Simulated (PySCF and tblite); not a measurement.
Results of a calculation; reference values are marked as such.
C₅H₈, numbered as in [CH2:1]=[CH:2][CH2:3][CH:4]=[CH2:5].

Geometries PBE0-D3(BJ)/def2-SVP; weights from B3LYP-D3(BJ)/def2-TZVP (IEF-PCM, chloroform) energies and GFN2-xTB thermal corrections, with symmetry numbers and mirror pairs. Conformers within 3 kcal/mol (GFN2-xTB free energy) were kept, 8 at most. Run with PySCF (density fitting) and tblite.

Torsions listed: C1–C2–C3–C4, C2–C3–C4–C5. Of a mirror pair one member is shown.

| conformer | shape | symmetry |
| --- | --- | --- |
| 1 | 118°, -12° | C1 (pair) |
| 2 | 118°, 118° | C2 (pair) |
| 3 | -122°, 122° | Cs |

Task: Which of these conformers is the most populated at 298.15 K, and with what share?

Result: Conformer 1, about 46 %. The lead over the next is within the error of the method.

Task: Give the DFT energies and free energies relative to the lowest, and all weights.

Result: 
| conformer | shape | E(DFT) kcal/mol | G(298.15 K) kcal/mol | weight % |
| --- | --- | --- | --- | --- |
| 1 | 118°, -12° | 0.23 | 0.00 | 46.1 |
| 2 | 118°, 118° | 0.00 | 0.19 | 33.4 |
| 3 | -122°, 122° | 0.32 | 0.48 | 20.5 |

Task: How does its share change from 250 K to 373.15 K?

Result: From 45 % to 48 %; the mixing entropy goes from 3.19 to 3.16 cal/(mol K).
